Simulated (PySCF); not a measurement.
**Gas-phase XPS of `C=P(C)(C)C`, computed**

C4H11P.
Structure used (PBE0-D3(BJ)/def2-TZVP), in Å, numbered top down from 1:
```xyz
16
C4H11P angstrom
C      0.2415    1.5257    1.1639
P      0.0392    0.2149    0.1608
C      1.4107   -0.4608   -0.8603
C     -1.2276    0.5397   -1.0880
C     -0.4801   -1.2433    1.0954
H      0.7630    1.3770    2.1015
H      0.2988    2.5113    0.7180
H      1.1178   -1.3257   -1.4615
H      2.2283   -0.7449   -0.1947
H      1.7746    0.3306   -1.5186
H     -0.9439    1.4317   -1.6498
H     -2.1782    0.7304   -0.5909
H     -1.3265   -0.2970   -1.7819
H     -0.5742   -2.1163    0.4474
H      0.2680   -1.4530    1.8622
H     -1.4308   -1.0349    1.5851
```

Level of theory: delta-SCF UKS SCAN, pcX-3 on the ionised atom, pcseg-2 elsewhere, spin-free X2C (PySCF 2.14.0). Each binding energy is the total energy of the core-ionised species, with the hole localised on one atom, minus that of the ground state; both are solved self-consistently, so orbital relaxation is included.

What binding energy does each computed site have?

```tsv
atom(s)	bonded to	level	binding energy (eV)	2p1/2 (eV)	above the level's lowest (eV)	count
C1	2 H and P (double bond)	C 1s	287.83	–	0.00	1
P2	C (double bond) and 3 C	P 2p3/2	136.84	137.73	0.00	1
P2	C (double bond) and 3 C	P 1s	2150.77	–	0.00	1
C3	3 H and P	C 1s	290.10	–	+2.27	1
```

Lowest listed C 1s: C1, bonded to 2 H and P (double bond). Highest, 2.27 eV above it: C3, bonded to 3 H and P.

Give the binding energy of C 1s of C1 in hartree and in kJ/mol.

287.83 eV = 10.5776 Eh = 27771 kJ/mol.

The list is incomplete; no value stands for C 1s of C4, C5. The 2p values add to the ΔSCF energy of one spin-free hole a correction within the shell (spin–orbit coupling, ligand field). 2p1/2 minus 2p3/2 (ligand field included): P 0.89 eV. Geometry: PBE0-D3(BJ)/def2-TZVP; no solvent, vibrations or thermal averaging.
